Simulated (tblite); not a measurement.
Compound: C₅H₉N (charge +1 and doublet state).
Z-matrix (Å and degrees, GFN2-xTB geometry), rows numbered from 1:
```
C 
N   1  1.4162
C   2  1.4203  1  124.25
C   3  1.4870  2  104.54  1  -174.83
C   4  1.3355  3  109.83  2     0.26
C   2  1.4203  1  124.25  3  -173.71
H   1  1.0906  2  110.60  3   -32.33
H   1  1.0907  2  110.60  3  -153.92
H   1  1.0991  2  111.27  3    86.86
H   3  1.1022  2  111.60  1    64.01
H   3  1.1020  2  111.82  1   -52.89
H   4  1.0734  3  122.64  2  -179.43
H   5  1.0734  4  127.52  3  -179.72
H   6  1.1019  2  111.83  1    52.87
H   6  1.1022  2  111.57  1   -64.05
```

Computed geometry: GFN2-xTB, gas phase. This method treats the open shell by occupation alone, without spin polarisation.

Take the most abundant isotopes and a rigid rotor. 

(1) What are A, B and C (MHz)?

(2) Classify the top.

(3) What does the inertial defect say?

(4) Give the other two planar moments, Paa and Pbb, and the rms extents of the mass along the axes.

Answers

(1) Ia = 66.71, Ib = 149.55, Ic = 206.90 u·Å²; 505379 MHz·u·Å²/I gives A = 7576, B = 3379, C = 2443 MHz.

(2) An asymmetric top; Ray's κ = -0.635.

(3) Not planar: Δ = Ic − Ia − Ib = -9.37 u·Å². For a rigid frame Δ = −2 Σ m c², so Σ m c² = 4.68 u·Å² lies off the ab plane: 4.64 from hydrogen and 0.05 from heavier atoms. The atom farthest from that plane is 1.07 Å away.

(4) Paa = Σ m a² = (Ib + Ic − Ia)/2 = 144.87 and Pbb = Σ m b² = (Ia + Ic − Ib)/2 = 62.03 u·Å². With the mass M = 83.07 u, the rms extents √(P/M) along a, b and c are 1.32, 0.86, 0.24 Å.

For this open shell read J as N, the rotation without spin; fine and hyperfine splittings come on top. Its GFN2-xTB frequencies are all real (lowest 75 cm⁻¹). These are rigid-rotor constants of the computed structure; measured ground-state constants (B0) also hold zero-point vibration.
